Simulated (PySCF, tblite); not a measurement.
Isomers of C3H4FS2 (doublet state), one GFN2-xTB conformer each. Single-point energies are computed at B3LYP/pcH-1 (PySCF, gas phase, no added dispersion term), electronic only. GFN2-xTB treats the open shell by occupation alone, and not every SCF solution was tested for stability.

Question: Rank them by B3LYP/pcH-1 energy, lowest first (kJ/mol).
A. `[F:1][C@@H:2]1[S:3][CH:4][CH2:5][S:6]1` (doublet state) with F1–C2–S3–C4 -100°, C2–S3–C4–C5 12°, S3–C4–C5–S6 -39°, C4–C5–S6–C2 45°
B. `[F:1][C:2]1[S:3][CH2:4][CH2:5][S:6]1` (doublet state) with F1–C2–S3–C4 -177°, C2–S3–C4–C5 -48°, S3–C4–C5–S6 42°, C4–C5–S6–C2 -13°

Answer: A (0.0), B (8.5).

Neighbours under 21 kJ/mol apart (F[C@@H]1S[CH]CS1 and F[C]1SCCS1) can change places with a better method, another conformer or zero-point energy. GFN2-xTB itself gives, in the same order: 21.3, 0.0. GFN2-xTB puts F[C]1SCCS1 lowest instead.

Question: What happens when harmonic zero-point energies from GFN2-xTB frequencies are added?

Answer: 
| SMILES | ZPE (kJ/mol) | electronic (kJ/mol) | with ZPE (kJ/mol) |
| --- | --- | --- | --- |
| F[C@@H]1S[CH]CS1 | 162.4 | 0.0 | 0.0 |
| F[C]1SCCS1 | 167.8 | 8.5 | 13.9 |

The zero-point energies span 5.4 kJ/mol. The order is unchanged.
